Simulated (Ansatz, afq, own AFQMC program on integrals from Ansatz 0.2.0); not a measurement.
**Atomization energy of N2H3, doublet**

```csv
atom,x (Å),y (Å),z (Å)
N,-0.0603,-0.0531,0.6220
N,0.0341,0.1229,-0.7009
H,0.2133,-0.9277,1.0504
H,0.1666,0.7675,1.1607
H,-0.0163,-0.8095,-1.1147
```

Connectivity, by distances: NH2–NH.

Atoms in their ground-state spins without spin–orbit coupling (mostly on UHF) minus the molecule (UHF), without zero-point energy. The geometry is a stationary point, not shown to be a minimum.

Basis cc-pVDZ. Only valence electrons are correlated. Ansatz 0.2.0 and our own AFQMC program on the same integrals; the CISD trial comes from CCSD amplitudes, and released means the phaseless constraint is let go. Free AFQMC starts from the CCSD state and is never constrained. Its projection time is finite, and what remains of the start isn't in its error. Error bars are statistical, one sigma. The errors of all members are added in quadrature.

No full CI on the walks' own integrals is used here. The released AFQMC energy serves as the reference, which it does only where one determinant dominates, the energy is flat over the last release times and near the phaseless one (40 meV or 2 meV an electron, half that with transition metals). On small molecules, where full CI could be run and the noise was under 10 meV, such values lay within 10 meV of it in 19 cases of 20, a flattering rate, since the rule was set on those same cases; what remains of the bias isn't in the error bar. Each member takes its own surest rung, up to full CI.

The best estimate is CCSD(T) at the basis-set limit (CBS: def2-TZVPP and def2-QZVPP, with their diffuse functions for anions and beside diffuse sets, MP2 extrapolated, CCSD(T) minus MP2 from TZVPP) plus the step from CCSD(T) to AFQMC with the constraint released in cc-pVDZ. Rows without CBS are in cc-pVDZ, the functionals in def2-TZVP; B2PLYP and the wave-function rows carry a basis error of their own. Core correlation and relativity beyond core potentials are missing, and ± holds the sampling alone.

Cautions: N₂H₃ (doublet): the released value is read at 2.40 1/Eh with a noise of 26 meV, more than in the cases checked (meV from the phaseless value at times in 1/Eh: -8 ± 15 at 0.24, -2 ± 15 at 0.51, -40 ± 15 at 0.99, -19 ± 17 at 1.62, -14 ± 26 at 2.40); other spins of the molecule weren't checked.

```
 level  atomization energy (kJ/mol)
  CCSD                       1247.0
r2SCAN                       1452.3
   MP2                       1262.6
```

Task: From these cheaper values, estimate the atomization energy at the level of the best estimate.

Result: 1458.8 ± 2.5 kJ/mol (best estimate, highest rung released AFQMC).

```
         level  atomization energy (kJ/mol)  error against the best estimate (kJ/mol)
            HF                        801.8                              -657.0 ± 2.5
       CCSD(T)                       1266.0                              -192.8 ± 2.5
 ph-AFQMC/CISD                 1266.1 ± 1.3                              -192.7 ± 2.8
released AFQMC                 1267.3 ± 2.5                                    -191.5
    free AFQMC                 1269.5 ± 2.3                              -189.3 ± 3.4
        HF/CBS                        849.8                              -609.1 ± 2.5
       MP2/CBS                       1456.8                                -2.1 ± 2.5
   CCSD(T)/CBS                       1457.5                                -1.4 ± 2.5
           PBE                       1533.9                                75.1 ± 2.5
          PBE0                       1468.2                                 9.4 ± 2.5
         B3LYP                       1487.7                                28.9 ± 2.5
       wB97M-V                       1472.5                                13.7 ± 2.5
        B2PLYP                       1444.6                               -14.3 ± 2.5
```

Correlation beyond CCSD(T) changes it by less than twice the noise. Going to the basis-set limit adds 191.5 kJ/mol at CCSD(T). The perturbative (T) step is worth +19.0 kJ/mol. The functionals spread over 89.4 kJ/mol; r2SCAN and PBE0 come nearest and PBE is 75.1 kJ/mol too high.

Best estimates are given only where the step beyond CCSD(T) is under 0.3 eV and no member's determinant is very poor (T1 over 0.05, or 0.07 for open shells, ⟨S²⟩ too high by 0.3, two states mixed), so the hardest cases are missing from such tables.

The functionals ran in a triple-zeta set and keep a basis error of their own, a few kJ/mol for each bond in atomization energies and more for double hybrids, so close places among them and the extrapolated levels can swap.

Free projections are given only where their last times agree within the noise and don't stop above the reference; a slow remainder of the start can still hide under it. Each member of a difference takes its own highest rung, so a best estimate needn't equal the limit plus the step of one row. Released energies are given only where the last usable release times agree within the noise; a slower fall can still hide under it.
